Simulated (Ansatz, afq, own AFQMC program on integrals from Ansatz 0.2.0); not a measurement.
## As, quartet → As⁺, triplet

A free As atom.

E(triplet, charge +1) − E(quartet, charge +0) at this geometry, on UHF and UHF determinants.

Basis cc-pVQZ. Noble-gas cores (and the filled d shells of Ga–Kr and In–Xe) are frozen. Integrals, coupled cluster, full CI and functionals: Ansatz 0.2.0; the random walks run on the same integrals in our own AFQMC program. The CISD trial takes its coefficients from CCSD amplitudes. Released means that phaseless walkers are propagated on without the constraint, phases kept. Error bars are statistical, one sigma. No spin–orbit coupling. The errors of all members are added in quadrature.

No full CI on the walks' own integrals is used here; CCSDT(Q) serves as the reference and is uncertain by about the last step of the cluster series. Each member takes its own surest rung, up to full CI.

Errors are counted within cc-pVQZ, not against nature.

Cautions: inner d shell frozen; no relativity below Rb; no spin-orbit coupling.

```csv
level,vertical ionization energy (eV)
MP2,9.951
CCSD,9.906
```

(1) From these cheaper values, estimate the vertical ionization energy at the reference level in cc-pVQZ.

(1) 9.952 eV (CCSDT(Q) in cc-pVQZ).

```
         level  vertical ionization energy (eV)  error against CCSDT(Q) (eV)
            HF                            9.438                       -0.514
       CCSD(T)                            9.947                       -0.005
         CCSDT                            9.950                       -0.002
   ph-AFQMC/HF                    9.999 ± 0.017                0.047 ± 0.017
 ph-AFQMC/CISD                    9.954 ± 0.001                0.002 ± 0.001
released AFQMC                   9.953 ± 0.0009               0.001 ± 0.0009
```

Correlation beyond CCSD(T) adds 0.005 eV. The perturbative (T) step is worth +0.040 eV.

A walk keeps the symmetry of its determinant, which the program's search chose and which needn't be the lowest solution, so a lower state of the same spin and another symmetry isn't excluded. Released energies are given only where the last usable release times agree within the noise; a slower fall can still hide under it.
